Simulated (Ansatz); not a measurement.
# B₂HF (quintet): wave-function methods side by side, cc-pVTZ

The task here is to estimate one member of a computed series from the others.

Method: cc-pVTZ, core rule «outside noble gas», up to 3 orbitals frozen; program: Ansatz 0.2.0, Gaussian basis.

Plan: UHF; CCSD(T) on ROHF; CCSD(T) on UHF; BCCD(T) on ROHF; CCSDT(Q) on ROHF; CCSDT(Q) on UHF.

9 further runs of the same task are left out: 1 that didn't finish, 8 set aside as unsound or not needed. Runs told in other sessions of the task aren't counted.

## The system

The geometry is a PBE0/def2-TZVP stationary point (not a proven minimum) of the parent state, kept for this charge and spin.

4 atoms, charge 0, spin multiplicity 5.

Atoms are counted from 1 here; the program's logs count them from 0.

Bond lengths: B1–B2 1.633 Å, B2–F3 1.328 Å, B2–H4 1.205 Å. Angles: B1–B2–F3 125.5°, B1–B2–H4 114.3°, F3–B2–H4 120.2°.

Set-up of the first run:

in.yaml reads:

```yaml
crystal:
  periodic: [false, false, false]
  atoms:
    - {symbol: B, position_ang: [0.000000, -0.285996, 1.615495]}
    - {symbol: B, position_ang: [0.000000, 0.444539, 0.154784]}
    - {symbol: F, position_ang: [0.000000, -0.177695, -1.018097]}
    - {symbol: H, position_ang: [0.000000, 1.648828, 0.202133]}
basis:
  gaussian: {orbitals: cc-pVTZ}
magnetization: {spin_polarized: true, initial_magnetization: 4}
hamiltonian: {xc: hf}
output: {orbitals: {seedname: orbitals}}
```

Run with:

```
$ ansatz run in.yaml --threads 1 --pin off --events-out ev --progress --plain --max-ram 4096MiB --backend cpu
```

Steps of the session up to this table: UHF; CCSD(T) on ROHF; CCSD(T) on UHF; BCCD(T) on ROHF; CCSDT(Q) on ROHF; CCSDT(Q) on UHF.

One table of the session follows, with a row left open; its other results are not shown here.

| method | from UCCSDT(Q) (meV) |
| --- | --- |
| ROHF | +11115.3 |
| UHF | +11027.2 |
| RMP2 | +1035.4 |
| UMP2 | +1000.6 |
| RCCSD | +444.0 |
| UCCSD | +439.4 |
| RCCSD(T) | +52.8 |
| UCCSD(T) | +51.7 |
| BCCD(T) | +43.6 |
| RCCSDT | ? |
| UCCSDT | +17.6 |
| RCCSDT(Q) | +9.1 |
| UCCSDT(Q) | 0 |

**Question.** Estimate the row for RCCSDT.

The run gave: from UCCSDT(Q) (meV): +18.4. In the column «from UCCSDT(Q) (meV)» it lies between UCCSDT (+17.6) and BCCD(T) (+43.6).

Limits of these values: Restricted and unrestricted rows rest on different reference determinants; a gap between their highest levels can come from leftover correlation error, from unlike frozen cores or from another state.
